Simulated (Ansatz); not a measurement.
```yaml
crystal:
  periodic: [false, false, false]
  atoms:
    - {symbol: Mo, position_ang: [0.003630, -0.205025, -0.080004]}
    - {symbol: O, position_ang: [-0.021763, 1.342606, 0.461131]}
    - {symbol: H, position_ang: [-0.000102, -1.796522, 0.295466]}
basis:
  gaussian: {orbitals: def2-TZVP}
magnetization: {spin_polarized: true, initial_magnetization: 3}
hamiltonian: {xc: pbe0}
relax: {f_tol: 0.004, max_steps: 80}
```

```sh
$ ansatz run in.yaml --threads 1 --pin off --events-out ev --progress --plain --max-ram 2176MiB
```

Steps of the relaxation (energy above the last step; positions in Å, forces in eV/Å):

```
3
step 1, 629.0 meV
Mo    0.004   -0.205   -0.080    0.115    0.539   -3.670
O    -0.022    1.343    0.461   -0.070    1.822    1.892
H     0.000   -1.797    0.295   -0.045   -2.361    1.778
```

```
3
step 2, 102.0 meV
Mo    0.009   -0.146   -0.270   -0.019    0.591    0.487
O    -0.025    1.334    0.552    0.022   -1.378   -0.452
H    -0.003   -1.847    0.395   -0.003    0.787   -0.035
```

```
3
step 3, 11.1 meV
Mo    0.012   -0.152   -0.341   -0.016    0.146    0.474
O    -0.025    1.240    0.589    0.013   -0.512   -0.318
H    -0.005   -1.747    0.429    0.003    0.366   -0.156
```

```
3
step 6, 0.0 meV
Mo    0.012   -0.160   -0.345    0.000    0.000    0.000
O    -0.025    1.214    0.592    0.000    0.000    0.000
H    -0.005   -1.713    0.430    0.000    0.000    0.000
```

Close pairs at the end: Mo1–O2 1.664 Å, Mo1–H3 1.736 Å.

A stationary point of unrestricted PBE0 after 6 steps, with ⟨S²⟩ = 3.786 against 3.75 for a pure state; no frequencies were run, so it isn't proven a minimum. 19 s on 1 thread of Arm Neoverse V2, shared host.
